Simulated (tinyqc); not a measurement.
RHF in the sto-6g basis, for CH3-, spin multiplicity 1, step by step. The basis has no diffuse functions, so it cannot describe the extra electron: this is an exercise in the method, not the real anion. One step of it, computed by the program tinyqc.

Question. Orthogonalisation. S = U s U^T; symmetric (Loewdin) form X = U s^(-1/2) U^T, so that X^T S X = 1.

overlap S:
```
           1C 1s     1C 2s     1C 2px     1C 2py     1C 2pz      2H 1s      3H 1s      4H 1s
1C 1s   1.000000  0.243228   0.000000   0.000000   0.000000   0.035871   0.035930   0.035930
1C 2s   0.243228  1.000000   0.000000   0.000000   0.000000   0.355186   0.355528   0.355528
1C 2px  0.000000  0.000000   1.000000   0.000000   0.000000   0.370887  -0.185543  -0.185543
1C 2py  0.000000  0.000000   0.000000   1.000000   0.000000   0.000000   0.321461  -0.321461
1C 2pz  0.000000  0.000000   0.000000   0.000000   1.000000  -0.003304  -0.003308  -0.003308
2H 1s   0.035871  0.355186   0.370887   0.000000  -0.003304   1.000000   0.069469   0.069469
3H 1s   0.035930  0.355528  -0.185543   0.321461  -0.003308   0.069469   1.000000   0.069512
4H 1s   0.035930  0.355528  -0.185543  -0.321461  -0.003308   0.069469   0.069512   1.000000
```

Give: eigenvalues of S; X.

Answer.

eigenvalues of S: 0.4144  0.5093  0.5096  0.9761  1.0002  1.4209  1.4212  1.7483

X:
```
          1C 1s    1C 2s   1C 2px   1C 2py   1C 2pz    2H 1s    3H 1s    4H 1s
1C 1s    1.0257  -0.1459   0.0000   0.0000   0.0002   0.0191   0.0191   0.0191
1C 2s   -0.1459   1.2034  -0.0001   0.0000  -0.0016  -0.2120  -0.2123  -0.2123
1C 2px   0.0000  -0.0001   1.0984   0.0000   0.0000  -0.2287   0.1144   0.1144
1C 2py   0.0000   0.0000   0.0000   1.0986   0.0000   0.0000  -0.1983   0.1983
1C 2pz   0.0002  -0.0016   0.0000   0.0000   1.0000   0.0019   0.0019   0.0019
2H 1s    0.0191  -0.2120  -0.2287   0.0000   0.0019   1.1249  -0.0162  -0.0162
3H 1s    0.0191  -0.2123   0.1144  -0.1983   0.0019  -0.0162   1.1252  -0.0163
4H 1s    0.0191  -0.2123   0.1144   0.1983   0.0019  -0.0162  -0.0163   1.1252
```
